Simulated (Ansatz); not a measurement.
Geometry optimisation, UKS PBE0-D4/def2-SVP in Ansatz.

Input:

```yaml
crystal:
  periodic: [false, false, false]
  atoms:
    - { symbol: B, position_ang: [0.0, 9.0e-06, -0.08282] }
    - { symbol: H, position_ang: [-1.0e-06, 1.3e-05, 1.117488] }
    - { symbol: H, position_ang: [1.045848, -7.0e-06, -0.68392] }
    - { symbol: H, position_ang: [-1.045848, -7.0e-06, -0.68392] }
    - { symbol: H, position_ang: [1.0e-06, -8.0e-06, 2.983173] }
magnetization:
  spin_polarized: true
  initial_magnetization: 1
basis:
  gaussian: { orbitals: def2-SVP }
hamiltonian:
  xc: pbe0
  dispersion: d4
relax:
  f_tol: 0.03
  max_steps: 50
```

Command:

```bash
$ ansatz run input.yaml --threads 1 --pin off --max-ram 2048MiB --backend cpu --events-out ev --progress --plain --runs-dir out
```

Q: Where does it end, and by what steps?

A: The forces met the threshold. The force dipped under the threshold on the way, but the program's further checks kept it going. After 9 steps the energy has fallen by 0.059 eV; H5 moved furthest, 0.95 Å.

```tsv
step	energy less start (eV)	largest force component (eV/Å)	accepted
0	0.0000	0.301	yes
1	-0.0111	0.137	yes
2	-0.0364	0.110	yes
3	-0.0499	0.038	yes
4	-0.0543	0.024	yes
5	-0.0580	0.023	yes
6	-0.0575	0.175	no
7	-0.0585	0.031	yes
8	-0.0590	0.014	yes
9	-0.0590	0.010	yes
```

```xyz
5
Properties=species:S:1:pos:R:3
B 0.000 0.000 -0.321
H 0.000 0.001 0.885
H 1.045 0.000 -0.924
H -1.045 0.000 -0.924
H 0.000 0.000 3.933
```

Whether the end is a true minimum wasn't checked by a vibrational analysis.

Run time: 6.5 s on 1 thread of Arm Neoverse V1, on a shared host, peak memory 0.091 GiB.
